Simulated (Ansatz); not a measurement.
Born–Oppenheimer molecular dynamics of AlCl$_{2}$H (4 atoms, charge 0, multiplicity 1). It starts from a relaxed structure.

These are results of RKS B3LYP-D4/def2-SVP (Ansatz), not measurements.

| Property | Result |
| --- | --- |
| ensemble | NVT, Nosé–Hoover chain |
| time step | 1 fs |
| steps asked | 250 |
| set temperature | 300 K |
| thermostat | time constant 300 fs, chain length 5 |
| temperature schedule | 62 steps to 300 K, then 188 steps to 600 K |
| seed | 826792 |

First frame:

```xyz
4
Properties=species:S:1:pos:R:3
Al 0.000 0.000 -0.019
H 0.000 0.000 1.544
Cl 1.800 0.000 -1.097
Cl -1.800 0.000 -1.097
```

**Question.** How far do the bonds stretch over the last three quarters of this one trajectory? (Pairs bonded in most of those frames.)

**Answer.** 
```csv
bond,mean (Å),spread (Å),shortest,longest
Al1–H2,1.567,0.031,1.52,1.61
Al1–Cl3,2.105,0.028,2.06,2.15
Al1–Cl4,2.104,0.037,2.04,2.16
```

Mean temperature of the second half: 170 K. The conserved energy stayed within 0.18 meV per atom of its start (net change 0.1 meV per atom), so the integration is sound. The schedule's set-point averaged 500 K over the second half and the system 170 K, so it lags behind the ramp. A run of 0.25 ps of so small a system gives no equilibrium averages.

Run time: 4.7 min on 1 thread of Arm Neoverse V2, on a shared host, peak memory 0.11 GiB.
